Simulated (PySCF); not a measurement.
Thiourea, CH4N2S.
Numbering: `[NH2:1][C:2]([NH2:3])=[S:4]` (hydrogens: H5, H6 on N1; H7, H8 on N3)

Geometry (PBE0-D3(BJ)/def2-SVP, Å), atoms numbered from 1 in this order:
```xyz
8
CH4N2S angstrom
N      0.9757   -0.0797    0.6588
C     -0.0081    0.4370   -0.1123
N     -0.9585   -0.4326   -0.5247
S     -0.0484    2.0495   -0.5274
H      1.6945    0.5557    0.9720
H      1.0203   -1.0524    0.9288
H     -0.9332   -1.4237   -0.3290
H     -1.6870   -0.0671   -1.1199
```

All values: wB97X-D/def2-SVPD (PySCF, non-relativistic), on one gas-phase PBE0-D3(BJ)/def2-SVP geometry that isn't relaxed in the solvent. The solvent is an IEF-PCM continuum (Bondi radii, 1.10 Å for H, scaled by 1.2), and excitations are vertical TDDFT with non-equilibrium linear response and a frozen core. Only the electrostatic response of the medium enters.

Gas-phase singlets (H = HOMO, L = LUMO):

```json
{"state": "S1", "E (eV)": "4.260", "λ (nm)": "291", "f": "0.000", "leading configurations": "H→L 98%"}
{"state": "S2", "E (eV)": "5.349", "λ (nm)": "232", "f": "0.210", "leading configurations": "H-1→L 94%"}
{"state": "S3", "E (eV)": "5.868", "λ (nm)": "211", "f": "0.081", "leading configurations": "H→L+1 82%, H→L+3 9%"}
{"state": "S4", "E (eV)": "5.921", "λ (nm)": "209", "f": "0.007", "leading configurations": "H-1→L+1 89%"}
{"state": "S5", "E (eV)": "6.609", "λ (nm)": "188", "f": "0.004", "leading configurations": "H→L+3 69%, H→L+4 18%"}
```

Question: How does the list change in chloroform (ε = 4.711)?

Answer: 
```
state  E (eV)  λ (nm)      f  leading configurations  change by rank (eV)
   S1   4.586     270  0.000                 H→L 98%               +0.326
   S2   5.383     230  0.287               H-1→L 97%               +0.034
   S3   6.185     200  0.131    H→L+1 83%, H→L+4 13%               +0.317
   S4   6.308     197  0.043             H-1→L+1 89%               +0.387
   S5   6.567     189  0.009               H→L+2 92%               -0.042
```

Question: The ground-state energy changes by -0.464 eV from gas to chloroform. By how much does the total energy of gas-phase S1 change?

Answer: E(S1) = E(S0) + excitation energy, so it changes by -0.464 + 0.326 = -0.138 eV: it is lowered less than the ground state, which is what a blue shift means. This is the vertical state, with the slow part of the continuum still set for S0.

Question: How do the frontier levels move from gas to chloroform?

Answer: 
```csv
orbital,gas (eV),solvent (eV),change (eV)
LUMO+2,2.95,2.82,-0.13
LUMO+1,1.82,2.23,+0.41
LUMO,1.56,1.52,-0.04
HOMO,-7.89,-8.24,-0.35
HOMO-1,-8.10,-8.38,-0.28
HOMO-2,-10.32,-10.08,+0.24
HOMO-3,-12.30,-12.54,-0.24
```

The HOMO–LUMO gap goes from 9.45 to 9.76 eV. Rows go by rank; for LUMO, LUMO+1 and LUMO+2 the atom shares or the degeneracy differ between the runs, so the row needn't follow one orbital.

Hardware: one thread, Arm Neoverse V1 (aarch64), shared host with 32 logical CPUs at a one-minute load of 20. Cost: 6.7 s, 0.55 GiB resident at most. This is the whole response run at wB97X-D/def2-SVPD in chloroform, SCF included.

The pairwise dispersion term of wB97X-D wasn't added to the energies; at a given geometry it leaves orbitals and properties as they are.
